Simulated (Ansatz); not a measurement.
`COC(=O)O` + CH₃OH → `COC(=O)OC` + H₂O at 298.15 K and 1 bar (substitution at a C–O bond).

Isolated molecules relaxed with PBE0-D4/def2-TZVP in Ansatz; ΔE leaves out vibrations. CCSD(T)/CBS is the MP2 limit (def2-TZVPP, def2-QZVPP) plus CCSD(T) − MP2 in def2-TZVPP, frozen cores. This one scheme is used for every species. Each species was taken in one conformer, which may not be the lowest.

```csv
species,CCSD(T)/CBS energy (Eh),H − E (kJ/mol),S (J/(mol·K))
`COC(=O)O`,-304.04228,194.9,304.6
CH₃OH,-115.61712,146.3,238.2
`COC(=O)OC`,-343.28650,272.3,334.3
H₂O,-76.37941,66.4,188.7
```

H − E and S are ideal-gas, rigid-rotor, harmonic terms from PBE0-D4/def2-TZVP, for one conformer and one mirror image of each species. 1 Eh = 2625.50 kJ/mol, R = 8.31446 J/(mol·K).

Q: By hand: ΔE, ΔH, ΔS and ΔG.

A: ΔE = (-343.28650) + (-76.37941) − (-304.04228) − (-115.61712) = -0.00651 Eh = -17.1 kJ/mol. Δ(H − E) = 272.3 + 66.4 − 194.9 − 146.3 = -2.5, so ΔH = -19.6 kJ/mol. ΔS = 334.3 + 188.7 − 304.6 − 238.2 = -19.8 J/(mol·K). ΔG = -19.6 − 298.15 × (-19.8)/1000 = -13.7 kJ/mol.

Q: By hand: the equilibrium constant, and the temperature at which ΔG would vanish if ΔH and ΔS stayed fixed.

A: log₁₀ K = −ΔG/(RT ln 10) = 2.4. ΔG = 0 at ΔH/ΔS = 990 K, though so small a ΔS makes that figure unsure.

ΔH outweighs TΔS. A doubt of 5 kJ/mol in ΔE shifts log₁₀ K by 0.9 here. Other conformers and mirror images would add mixing entropy, several J/(mol·K) or more a flexible species. These are equilibria of isolated gas molecules and say nothing of rates. Largest T1 diagnostic: 0.014 (customary marks: 0.02 for closed shells, 0.045 for open ones).
